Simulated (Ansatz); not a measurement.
Input for Ansatz (development build ahead of 0.2.0):

```yaml
crystal:
  periodic: [false, false, false]
  atoms:
    - { symbol: C, position_ang: [-0.0998, -0.6888, 0.0047] }
    - { symbol: "N", position_ang: [0.1732, 0.7292, -0.0852] }
    - { symbol: H, position_ang: [-0.8115, -1.0032, 0.7976] }
    - { symbol: H, position_ang: [-0.5026, -1.053, -0.954] }
    - { symbol: H, position_ang: [0.8389, -1.2397, 0.1761] }
    - { symbol: H, position_ang: [-0.6873, 1.2482, -0.2465] }
    - { symbol: H, position_ang: [0.5488, 1.0762, 0.7949] }
basis:
  gaussian: { orbitals: def2-SVP }
total_charge: 1
magnetization:
  spin_polarized: true
  initial_magnetization: 1
hamiltonian:
  xc: hf
output:
  forces: true
```

The input is written out in the form of the current development build from the run's settings.

Results

```json
{
 "Converged": "yes",
 "Total energy": "-94.83884 hartree",
 "Spin squared of the determinant": "0.761",
 "Stability test": "minimum"
}
```

Forces (eV/Å):
```
atom      Fx      Fy      Fz
  C1   1.230  -2.237  -1.830
  N2  -2.964  -0.808   3.392
  H3   0.232   1.134  -0.088
  H4   0.038   0.332   0.397
  H5  -0.339   0.385   0.079
  H6   0.491   0.655  -1.320
  H7   1.312   0.539  -0.631
```
